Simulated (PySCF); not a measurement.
Molecule: SMILES C1(C)CC1, C₄H₈.

Geometry (Å), atoms numbered from 1 in this order:
```xyz
12

C     1.4092   -0.0320    0.4705
C     0.2333   -0.1721   -0.4587
C    -1.0922   -0.6506    0.0558
C    -0.9232    0.7795   -0.3709
H     1.9477   -0.9868    0.5851
H     1.0837    0.2883    1.4731
H     2.1280    0.7166    0.1001
H     0.4939   -0.5070   -1.4693
H    -1.6913   -1.3125   -0.5757
H    -1.1778   -0.8596    1.1266
H    -1.4060    1.1080   -1.2955
H    -0.8898    1.5455    0.4099
```

Spin–spin couplings on one PBE0-D3(BJ)/def2-SVP geometry, PySCF, gas phase, non-relativistic, equivalent pairs averaged (without the spin–dipole term); isotopes $^{13}$C; functional B3LYP.

Reference values (Hz): $^{1}J$(C2,C1) = 44.0 (measured; liquid or solution; F. J. Weigert, PhD thesis, Caltech 1968 (Carbon-13 magnetic resonance spectroscopy)).

How do the couplings (Hz) change with the basis set? Times are CPU seconds on shared hosts with different chips, so compare them loosely. Far from the basis limit: 6-31G*, pcJ-0, 6-31G-J, def2-TZVP, cc-pVTZ.

Results:


| basis set | functions | $^{1}J$(C2,C1) | abs. error | core-s |
| --- | --- | --- | --- | --- |
| 6-31G* | 72 | 60.5 | 16.5 | 3.3 |
| pcJ-0 | 76 | 35.3 | 8.7 | 3.4 |
| 6-31G-J | 80 | 47.5 | 3.5 | 4 |
| def2-TZVP | 172 | 45.6 | 1.6 | 12 |
| pcJ-1 | 188 | 46.8 | 2.8 | 12 |
| cc-pVTZ | 232 | 36.0 | 8.0 | 17 |

Errors compare magnitudes, without vibrational corrections. Closest: def2-TZVP; furthest: 6-31G*.

The Fermi-contact term samples the wavefunction at the nucleus, which is why sets with added tight s functions (names with J) are made for couplings. Agreement of an ordinary basis with the reference is then largely a cancellation of errors.
